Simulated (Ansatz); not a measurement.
A (111) slab of Cu (Fm-3m (No. 225)), 6 planes, outer planes Cu (top) and Cu (bottom), with 6 atoms (Cu6) in a surface cell of A = 5.705 Å², as cut from the bulk:

```
Cu
1.0
     2.56666    0.00000    0.00000
    -1.28333    2.22279    0.00000
     0.00000    0.00000   25.47834
Cu
6
Direct
  0.66667 0.33333 0.29437
  0.33333 0.66667 0.37662
  0.00000 0.00000 0.45887
  0.66667 0.33333 0.54113
  0.33333 0.66667 0.62338
  0.00000 0.00000 0.70563
```

Level of theory: DFT PBE, scalar-relativistic, plane waves, PAW (Ansatz). Settings: cutoff 420 eV, Γ-centred mesh 15×15×1 on the computed 6-atom cell, Gaussian smearing of 0.10 eV; no spin polarisation.

Against the same 6 atoms in the bulk, the slab as cut lies 0.961 eV higher and the relaxed slab 0.959 eV higher.

Problem. Work out the surface energy before and after relaxation.

Solution. The slab has two faces, so γ = (E_slab − N·E_bulk)/(2A), the mean of both. As cut: 0.961/(2 × 5.705) = 0.0842 eV/Å², and 1 eV/Å² = 16.02 J/m², so γ = 1.35 J/m². Relaxed: 0.959/(2 × 5.705) = 0.0840 eV/Å² = 1.35 J/m². Relaxation recovers 0.2 % of the cost of cutting.

Problem. A cut through this plane breaks about 3 nearest-neighbour bonds a surface cell. What does each broken bond cost, before relaxation?

Solution. One cut makes two faces and costs 2γA = 0.961 eV, shared by 3 bonds: 0.32 eV a bond. In a metal this is less than the cohesive energy a bond, since the bonds that remain at the surface strengthen.

Problem. What is the ideal work of this cut, per area?

Solution. Griffith's ideal work is 2γ: 2.70 J/m² if the new faces stay rigid, 2.69 J/m² if they relax. One thickness was run, 6 planes, so γ can still shift with it.